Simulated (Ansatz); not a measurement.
Species: CHO (charge 0, doublet). It need not be the lowest isomer of its formula. SMILES: [CH]=O
Geometry from a B3LYP-D3(BJ)/def2-TZVP (Ansatz, a quantum-chemistry and plane-wave program) optimisation:
```xyz
3

C      0.0497     0.5837    -0.0011
O      0.0741    -0.5878    -0.0009
H     -0.8911     1.2003     0.0145
```
Charge 0, spin multiplicity 2.

Computed values are from Ansatz. Cores are frozen in the correlated levels unless marked. UHF or UKS for open shells. No spin-orbit coupling. Non-relativistic. CBS(X,Y): correlation extrapolated as X^-3; Hartree-Fock from the larger set.

Task: What is the atomisation energy De at CCSD(T)/CBS(aug-cc-pVTZ,aug-cc-pVQZ)?

Result: 278.1 kcal/mol.

Task: What is the dipole moment at CCSD(T)/aug-cc-pVDZ?

Result: 1.57 D.

Task: What is the total energy at CCSD(T)/CBS(aug-cc-pVTZ,aug-cc-pVQZ)?

Result: -113.7364 Eh.

Task: What is the T1 diagnostic at CCSD/aug-cc-pVQZ?

Result: 0.022.
